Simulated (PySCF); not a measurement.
**SiS from Hartree–Fock to correlated methods**

State: ¹Σ⁺ (singlet), closed shell. Set-up: Si x2c-SVPall, S x2c-SVPall; spin-free X2C with a Gaussian nucleus (PySCF 2.14). De refers to Si + S in their high-spin ground configurations, without counterpoise correction. A positive dipole means Si(−)S(+).

```tsv
Level	Re (Å)	ωe (cm⁻¹)	De (eV)	μ (D)
RHF	1.915	829	3.75	-2.01
RHF-MP2	1.945	762	5.81	n/a
RHF-SCS-MP2	1.943	766	5.67	n/a
RHF-CCSD	1.938	780	5.41	n/a
RHF-CCSD(T)	1.951	748	5.67	n/a
LDA	1.948	740	7.28	-1.27
PBE	1.962	726	6.43	-1.36
TPSS	1.956	734	6.19	-1.43
r²SCAN	1.947	752	6.21	-1.46
PBE0	1.939	768	6.09	-1.56
B2PLYP	1.948	744	6.02	-1.82
```

**Question.** Which functional lies closest to RHF-CCSD(T) in De, which farthest, and by how much do they differ from it?

**Answer.** Closest is B2PLYP (-0.3 pm in Re, -0.5 % in ωe, +0.35 eV in De against RHF-CCSD(T) in the same basis), farthest LDA (-0.3 pm in Re, -1.1 % in ωe, +1.61 eV in De). CCSD(T) converges more slowly with the basis than the functionals do and binds too weakly in this one, so the order can change at the basis-set limit.

**Question.** What does a quarter of exact exchange do here, going from PBE to PBE0?

**Answer.** PBE0 less PBE: -2.3 pm in Re, +5.8 % in ωe, -0.34 eV in De. Exact exchange removes part of the self-interaction that spreads semilocal densities, and in most molecules shortens and stiffens the bond and lowers De; so it does here.

**Question.** What does the step from GGA to meta-GGA do here, going from PBE to r²SCAN?

**Answer.** r²SCAN less PBE: -1.5 pm in Re, +3.6 % in ωe, -0.22 eV in De. 

Measured (Huber and Herzberg, Constants of Diatomic Molecules (1979)): Re = 1.929321 Å, ωe = 749.64 cm⁻¹.

Correlated steps freeze 10 core orbitals. Correlated levels converge slowly with the basis: in double zeta they bind strong bonds too weakly, by up to about 1 eV, and carry superposition errors of some tenths. Where the molecule has an RHF reference, its open-shell atoms are computed with UHF. B2PLYP dipoles, levels and charges come from its SCF part alone. The CCSD T1 diagnostic is raised, a sign that a single reference may not be enough here.
